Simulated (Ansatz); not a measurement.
The inner images of a band of FH3Si + H2S (8 atoms, charge 0, multiplicity 1) are given out of order.

These are results of RKS PBE0/6-31G* (Ansatz 0.2.0), not measurements.

Initial state:

```xyz
8
Properties=species:S:1:pos:R:3
Si 0.518 0.087 -0.229
F 0.083 -0.180 1.307
H 2.000 0.007 -0.313
H 0.057 1.438 -0.635
H -0.096 -0.954 -1.091
S -3.417 0.060 1.245
H -3.581 -1.270 1.135
H -2.150 -0.061 1.682
```

Final state:

```xyz
8
Properties=species:S:1:pos:R:3
Si -0.392 -0.107 -0.529
F -0.327 0.717 2.636
H 0.587 -0.929 0.224
H -0.036 1.329 -0.507
H -0.494 -0.605 -1.927
S -2.343 -0.190 0.413
H -2.426 -1.530 0.502
H -1.158 0.442 2.288
```

Problem. Put them in order from the first end to the last, with their energies above the first end.
A.
```xyz
8
Properties=species:S:1:pos:R:3
Si 0.218 0.075 -0.129
F 0.067 -0.137 1.474
H 1.653 -0.170 -0.399
H -0.180 1.458 -0.490
H -0.588 -0.908 -0.897
S -3.004 0.019 0.982
H -2.812 -1.293 0.752
H -1.941 0.082 1.806
```
B.
```xyz
8
Properties=species:S:1:pos:R:3
Si -0.361 -0.027 -0.390
F -0.212 0.290 2.322
H 0.860 -0.545 0.276
H -0.203 1.422 -0.656
H -0.545 -0.841 -1.612
S -2.378 -0.028 0.493
H -2.612 -1.352 0.557
H -1.137 0.208 2.111
```
C.
```xyz
8
Properties=species:S:1:pos:R:3
Si -0.220 0.027 -0.144
F -0.175 0.074 1.802
H 1.203 -0.386 0.047
H -0.258 1.453 -0.541
H -0.637 -0.886 -1.251
S -2.512 0.042 0.673
H -2.708 -1.290 0.695
H -1.281 0.094 1.820
```
D.
```xyz
8
Properties=species:S:1:pos:R:3
Si -0.011 0.072 -0.110
F -0.011 -0.021 1.561
H 1.409 -0.293 -0.198
H -0.293 1.466 -0.528
H -0.680 -0.876 -1.061
S -2.675 0.035 0.877
H -2.691 -1.308 0.779
H -1.637 0.052 1.780
```
E.
```xyz
8
Properties=species:S:1:pos:R:3
Si 0.404 0.072 -0.167
F 0.158 -0.146 1.417
H 1.859 -0.078 -0.431
H -0.046 1.434 -0.549
H -0.351 -0.960 -0.921
S -3.276 0.048 1.111
H -3.215 -1.268 0.842
H -2.121 0.026 1.799
```

Solution. E (0.00 eV), A (+0.09 eV), D (+0.71 eV), C (+1.77 eV), B (+0.98 eV).

The run took 3.5 min on 1 thread of AMD EPYC 7R43 64-Core Processor (Zen 3) (shared host), peak memory 0.14 GiB.
